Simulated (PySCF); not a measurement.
# Changing the system itself: S2 (triplet)

One physical setting of the base script is moved in each run, with the edits that it forces.

Method: each script names its method and basis; program: PySCF 2.14.0.

1 further run of the same task is left out (it didn't finish).

**1. Starting geometry**

S2 (triplet): 2 atoms, charge 0, spin multiplicity 3.

Bond lengths: S1–S2 1.773 Å.

**2. Base script**

input.py reads:

```python
from pyscf import gto, scf, cc

mol = gto.M(
    atom='S 0 0 0; S 0 0 1.773',
    basis='cc-pcvdz',
    charge=0,
    spin=2,
    verbose=4,
)
mf = scf.UHF(mol)
mf.kernel()
mycc = cc.CCSD(mf, frozen=10)
mycc.kernel()
mf.dip_moment()
print('orbital energies (hartree):', [e[max(0, n-3):n+3].round(4) for e, n in zip(mf.mo_energy, mol.nelec)])
```

The run is started by

```console
> python input.py
```

Its log is not repeated here.

Base result: E(SCF) = -795.052188 Eh, 9 cycles, E(CCSD) − E(SCF) = -0.25733 Eh, ⟨S²⟩ = 2.032, μ = 0.00 D (of the SCF density).

The bond length is a typed value, not an optimised one. The triplet is typed in the script; nothing here shows that it is the ground state.

**3. Singlet**

Variant 1 changes spin (2S): 2 → 0.

input.py reads:

```python
from pyscf import gto, scf, cc

mol = gto.M(
    atom='S 0 0 0; S 0 0 1.773',
    basis='cc-pcvdz',
    charge=0,
    spin=0,
    verbose=4,
)
mf = scf.UHF(mol)
mf.kernel()
mycc = cc.CCSD(mf, frozen=10)
mycc.kernel()
mf.dip_moment()
print('orbital energies (hartree):', [e[max(0, n-3):n+3].round(4) for e, n in zip(mf.mo_energy, mol.nelec)])
```

The run is started by

```console
> python input.py
```

**4. Bond 25 Å**

Variant 2 changes bond length: 1.773 Å → 25 Å.

input.py: that of step 2 with these lines changed.

```diff
@@ -3,3 +3,3 @@
 mol = gto.M(
-    atom='S 0 0 0; S 0 0 1.773',
+    atom='S 0 0 0; S 0 0 25',
     basis='cc-pcvdz',
```

**5. PCM, ε = 20.5**

Variant 3 changes solvent: none (gas phase) → PCM, ε = 20.5; step after the SCF: ccsd → analyze.

input.py reads:

```python
from pyscf import gto, scf, solvent

mol = gto.M(
    atom='S 0 0 0; S 0 0 1.773',
    basis='cc-pcvdz',
    charge=0,
    spin=2,
    verbose=4,
)
mf = scf.UHF(mol)
mf = solvent.PCM(mf)
mf.with_solvent.eps = 20.5
mf.kernel()
mf.analyze()
print('orbital energies (hartree):', [e[max(0, n-3):n+3].round(4) for e, n in zip(mf.mo_energy, mol.nelec)])
```

**6. PCM, ε = 2.27**

Variant 4 changes solvent: none (gas phase) → PCM, ε = 2.27; step after the SCF: ccsd → analyze.

input.py reads:

```python
from pyscf import gto, scf, solvent

mol = gto.M(
    atom='S 0 0 0; S 0 0 1.773',
    basis='cc-pcvdz',
    charge=0,
    spin=2,
    verbose=4,
)
mf = scf.UHF(mol)
mf = solvent.PCM(mf)
mf.with_solvent.eps = 2.27
mf.kernel()
mf.analyze()
print('orbital energies (hartree):', [e[max(0, n-3):n+3].round(4) for e, n in zip(mf.mo_energy, mol.nelec)])
```

What does the calculation give? Wanted: for each run, E(SCF); from base; gap, α spin; after the SCF.

**Answer**, as computed:

```tsv
run	E(SCF) (hartree)	from base (eV)	cycles	gap, α spin (eV)	after the SCF
base	-795.052188	0	9	14.97	CCSD correlation -7.002 eV, core frozen
singlet	-794.998640	+1.4571	10	7.75	CCSD correlation -7.534 eV, core frozen
bond 25 Å (poor choice)	-794.910354	+3.8595	11	9.14	CCSD correlation -6.402 eV, core frozen
PCM, ε = 20.5	-795.052387	-0.0054	9	15.00	n/a
PCM, ε = 2.27	-795.052305	-0.0032	9	14.99	n/a
```

What this shows: Of the runs whose energies can be compared, “bond 25 Å” moves the SCF energy most (+3.859 eV). The singlet solution found lies 1.46 eV above the base triplet at this geometry and level. A continuum solvent with ε = 20.5 lowers the energy by 0.005 eV. A continuum solvent with ε = 2.27 lowers the energy by 0.003 eV. With bond 25 Å the frontier gap moves by over 1.5 eV, which can mean another electronic state rather than the bond length alone. Rows marked «poor choice» come from settings spoiled on purpose.
